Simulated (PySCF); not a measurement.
C: ionisation energy

C [He] 2s2 2p2 (3P) → C⁺ [He] 2s2 2p1 (2P), as a difference of total energies. Computed with PySCF 2.14 in cc-pVDZ (3s2p1d, 14 functions), with the non-relativistic Hamiltonian (point nucleus). Correlated levels: valence: 1s2 frozen. The calculations carry no spin-orbit coupling.

**Question.** Order these methods by the ionisation energy they give, lowest first.
A. LDA
B. UHF
C. CCSD(T) (valence)
D. MN15

**Answer.** B (10.803 eV), C (10.979 eV), D (11.316 eV), A (11.643 eV).

Errors of the correlated levels include the incompleteness of this basis and the frozen core.

For comparison: 11.262 eV (measured; NIST levels, between the centres of gravity of the two terms).
